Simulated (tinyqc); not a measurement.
Inside a calculation. Method: UKS/BLYP in the sto-3g basis, for BH, spin multiplicity 3. One step of it, computed by the program tinyqc.

Question. Iteration 2: DIIS coefficients. Solve [B -1; -1 0][c; lambda] = [0; -1] for the coefficients, which sum to one.

B (overlaps of the stored error matrices):
```
               1              2
1  1.7845896e-02  1.3802595e-02
2  1.3802595e-02  1.2025635e-02
```

Give: DIIS coefficients.

Answer.

DIIS coefficients: -0.7841  1.7841
